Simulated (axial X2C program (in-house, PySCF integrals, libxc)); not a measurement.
Which molecule has these constants?

Computed with an in-house all-electron X2C program for linear molecules (integrals from PySCF), spin-free (one-electron X2C) or two-component (2c: spin–orbit coupling with atomic mean-field Coulomb and Gaunt terms, which also bring small scalar terms), in Dyall basis sets with cores contracted in-house; open shells are unrestricted.

A two-component PBE0 calculation in a Dyall 3-zeta basis gave Re = 1.302 Å, ωe = 1498.1 cm⁻¹, De = 3.53 eV, Ω = 2.

Question: Which molecule is it?
A. CO⁺
B. OF⁺
C. BO⁺
D. NO⁺
E. LiO⁺

Answer: C. The others have OF⁺ 1.214 Å and 1470.4 cm⁻¹ (Ω = 1); CO⁺ 1.106 Å and 2330.4 cm⁻¹ (Ω = 1/2); NO⁺ 1.054 Å and 2524.1 cm⁻¹ (Ω = 0); LiO⁺ 2.073 Å and 362.5 cm⁻¹ (Ω = 1).

Each entry is the lowest single determinant of a limited PBE0 search at one distance. De goes to single-determinant-based atoms at the same level (for ions the charge split of lowest energy) and is withheld (n/a) where an atom does not fit its ground term or J level. Main or longest-lived isotopes. One determinant is a doubtful description, or other states lie close, for BO⁺, OF⁺, LiO⁺; these need not be ground states, and all values refer to the states named. Some open-shell Ω = 0 determinants are out of reach, so the Ω given for BO⁺, OF⁺, LiO⁺ need not be the lowest component. With several unpaired electrons the Ω given is that of one determinant, not necessarily of the lowest component. Some light 2c atoms are not at their ground J level, so De misses part of their lowering (0.04 eV or less). The functionals have no current term, which raises determinants with orbital currents.
